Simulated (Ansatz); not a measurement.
# NH3 ··· C2H4

The pair of NH3 (SMILES N, atoms 1–4) and C2H4 (SMILES C=C, atoms 5–10), both closed shells, in one local arrangement (a lower one may exist), relaxed at PBE0-D4/def2-TZVP:

N1  (0.064, -0.008, -2.239)
H2  (-0.412, 0.854, -2.472)
H3  (0.892, -0.057, -2.821)
H4  (-0.542, -0.769, -2.519)
C5  (-0.532, 0.104, 2.051)
C6  (0.535, -0.111, 1.297)
H7  (-0.484, 0.092, 3.135)
H8  (-1.505, 0.301, 1.611)
H9  (0.481, -0.097, 0.211)
H10  (1.504, -0.307, 1.745)
(Å)

Ansatz 0.2.0; basis: def2-TZVPPD, with def2-QZVPPD for the basis limit; cores frozen in the correlated methods. B3LYP uses VWN-RPA correlation. Extrapolation: Hartree–Fock as exp(−7.88 √X), correlation as X^−2.97. Interaction energies count from these two fragments, frozen as in the pair, with the counterpoise correction; negative means bound.

Task: What is the interaction energy by CCSD(T) at an estimated basis limit (MP2 extrapolated from triple and quadruple zeta, plus CCSD(T) − MP2 in triple zeta)? (An estimate is asked for; the value comes from the calculation.)

Result: The calculation gives: -1.26 kcal/mol. Hartree–Fock alone gives -0.10 kcal/mol at the basis limit. It counts from the two fragments frozen as in the pair.

The same quantity by other methods in triple zeta, and each one's difference from that estimate:
```csv
method,E_int (kcal/mol),difference
PBE-D4,-1.62,-0.37
revPBE-D4,-1.16,0.10
BLYP-D4,-1.12,0.14
r2SCAN-D4,-1.07,0.19
B97M-V,-1.32,-0.06
PBE0-D4,-1.55,-0.29
B3LYP-D4,-1.30,-0.04
HSE06-D4,-1.56,-0.31
wB97X-V,-1.24,0.02
wB97M-V,-1.21,0.04
B2PLYP,-0.82,0.44
HF,-0.09,1.17
MP2,-1.08,0.18
CCSD,-0.92,0.34
CCSD(T),-1.10,0.16
```
Differences are method less estimate.

Task: Which atoms make the shortest contact between the fragments?

Result: N1 and H9, 2.49 Å apart.

Basis-set superposition shift (counterpoise-corrected less uncorrected): CCSD(T) 0.31; MP2 0.32; HF 0.07; PBE0-D4 0.10; wB97M-V 0.13 kcal/mol.

T1 diagnostic: at most 0.011.

For scale, one of the runs: CCSD(T)/def2-TZVPPD, 230 basis functions, launched by `ansatz run in.yaml --threads 4 --pin off --events-out ev --progress --plain --max-ram 9574MiB`. Hardware: 4 CPU threads of an Arm Neoverse V1, shared host. Wall time 54 s; peak host memory 4.1 GiB.
